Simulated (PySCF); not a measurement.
System (SMILES): FOF.
Geometry (B3LYP-D3(BJ)/def2-TZVP, fixed):
```
O
F 1 1.4020
F 1 1.4020 2 103.99
```

How fast the mean static polarisability converges with the basis for several methods (PySCF): deviation from each method's own reference, in %. References: HF 14.19 bohr³, the value in d-aug-cc-pVTZ; PBE 15.30 bohr³, the value in d-aug-cc-pVTZ; PBE0 14.53 bohr³, the value in d-aug-cc-pVTZ. All functions are spherical. Density fitting with generated auxiliary sets. No added dispersion term, no relativity. 

| basis | functions | HF | PBE | PBE0 |
|---|---|---|---|---|
| STO-3G | 15 | -64.6 | -69.9 | -68.6 |
| cc-pVDZ | 42 | -32.3 | -43.4 | -40.3 |
| pcseg-1 | 42 | -25.6 | -37.1 | -33.7 |
| 6-311+G** | 66 | -17.0 | -21.2 | -20.5 |
| pcseg-2 | 90 | -14.1 | -21.4 | -19.0 |
| 6-311++G(3df,3pd) | 117 | -4.5 | -7.9 | -6.6 |
| aug-cc-pVTZ | 138 | -1.2 | -3.1 | -2.3 |
| def2-QZVPP | 171 | -10.1 | -16.4 | -14.2 |

Mean absolute deviation over 6-311+G**, pcseg-2, 6-311++G(3df,3pd), aug-cc-pVTZ: HF 9.2, PBE0 12.1, PBE 13.4 %.
